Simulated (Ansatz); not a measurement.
Si$_{2}$⁺, quartet: reading a ladder of total energies

Geometry: that of the Si2, triplet, kept fixed.

```xyz
2

Si    0.0000    0.0000    0.0000
Si    0.0000    0.0000    2.2547
```

Basis cc-pVDZ; Ansatz 0.2.0. Only valence electrons are correlated (noble-gas cores frozen), which leaves 7 electrons in 26 orbitals. R marks a restricted (for open shells ROHF) determinant, U an unrestricted one.

Full CI is exact within this basis and frozen core; it isn't the basis-set limit. The frozen core follows each run's orbitals, which can shift R against U totals by a few meV.

Runs differ by some tens of microhartree through their thresholds and, for an open shell, their frozen cores, so steps under 0.1 kcal/mol mean nothing.

```tsv
level	total energy (hartree)
UHF	-577.497227
UMP2	-577.611845
UCCSD	-577.642270
UCCSD(T)	-577.649943
UCCSDT	-577.651833
UCCSDT(Q)	-577.652425
UCCSDTQ	-577.652495
full CI	-577.652527
```

**Question.** What is the correlation energy at full CI, and what share of it do UMP2 and UCCSD(T) recover?

**Answer.** E(corr) = -577.652527 − (-577.497227) = -0.155300 hartree = -4.226 eV. UMP2: -0.114618 / -0.155300 = 73.80 %. UCCSD(T): -0.152716 / -0.155300 = 98.34 %.

**Question.** By how many kcal/mol does UCCSD(T) miss full CI (1 hartree = 627.509 kcal/mol), and which steps make up the rest?

**Answer.** -577.649943 − (-577.652527) = 0.002584 hartree = 1.62 kcal/mol. Steps: UCCSDT − UCCSD(T) = -1.19, UCCSDT(Q) − UCCSDT = -0.37, UCCSDTQ − UCCSDT(Q) = -0.04, full CI − UCCSDTQ = -0.02 kcal/mol. Differences between like states or geometries often cancel part of this.
